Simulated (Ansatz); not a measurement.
# CH3FS: basis-set convergence

One table from this session's results is given with a row withheld; the runs are named, their logs left out.

Method: one geometry, several basis sets; program: Ansatz 0.2.0, Gaussian basis.

The runs, in order: PBE0-D4/def2-SVP; ωB97M-V/def2-SVP; PBE0-D4/def2-QZVPP; ωB97M-V/def2-QZVPP; the functionals' def2-TZVPP values are taken from earlier runs.

## The geometry

The geometry comes from an earlier relaxation with PBE0-D4 in a triple-zeta def2 set; it is a stationary point.

SMILES `FCS`, 6 atoms, charge 0, spin multiplicity 1.

Atoms are counted from 1 here; the program's logs count them from 0.

Bond lengths: F1–C2 1.375 Å, C2–S3 1.789 Å, C2–H4 1.090 Å, C2–H5 1.092 Å, S3–H6 1.343 Å. Angles: F1–C2–S3 113.1°, F1–C2–H4 108.1°, F1–C2–H5 108.5°, S3–C2–H4 110.8°, S3–C2–H5 106.3°, H4–C2–H5 110.1°, C2–S3–H6 96.6°.

Geometry (Å):

```xyz
6
charge 0, multiplicity 1
F     0.6521    0.0955   -1.3896
C    -0.0156   -0.3908   -0.2907
S    -0.7934    0.8932    0.6817
H     0.6934   -0.9573    0.3137
H    -0.8205   -1.0435   -0.6350
H     0.3260    1.3389    1.2738
```

Set-up of the first run:

Input file in.yaml:

```yaml
crystal:
  periodic: [false, false, false]
  atoms:
    - {symbol: F, position_ang: [0.652125, 0.095509, -1.389599]}
    - {symbol: C, position_ang: [-0.015566, -0.390813, -0.290691]}
    - {symbol: S, position_ang: [-0.793419, 0.893189, 0.681652]}
    - {symbol: H, position_ang: [0.693363, -0.957253, 0.313682]}
    - {symbol: H, position_ang: [-0.820457, -1.043541, -0.634955]}
    - {symbol: H, position_ang: [0.325952, 1.338909, 1.273811]}
basis:
  gaussian: {orbitals: def2-SVP}
hamiltonian: {xc: pbe0, dispersion: d4}
output: {orbitals: {seedname: orbitals}}
```

Launch:

```sh
$ ansatz run in.yaml --threads 2 --pin off --events-out ev --progress --plain --max-ram 4352MiB
```

Among the steps run: PBE0-D4 in def2-SVP; ωB97M-V in def2-SVP; PBE0-D4 in def2-QZVPP; ωB97M-V in def2-QZVPP.

One table of the session follows, with a row left open; its other results are not shown here.

It belongs to the step «Functionals by basis». 

```
functional       basis  HOMO (eV)  LUMO (eV)
   PBE0-D4    def2-SVP      -7.41       0.79
   PBE0-D4  def2-TZVPP          ?          ?
   PBE0-D4  def2-QZVPP      -7.62      -0.03
   ωB97M-V    def2-SVP      -9.63       2.75
   ωB97M-V  def2-TZVPP      -9.82       2.04
   ωB97M-V  def2-QZVPP      -9.87       1.51
```

Estimate the missing values for PBE0-D4, def2-TZVPP.

The run gave: HOMO (eV): -7.57; LUMO (eV): 0.22. In the column «HOMO (eV)» it lies between PBE0-D4, def2-QZVPP (-7.62) and PBE0-D4, def2-SVP (-7.41).
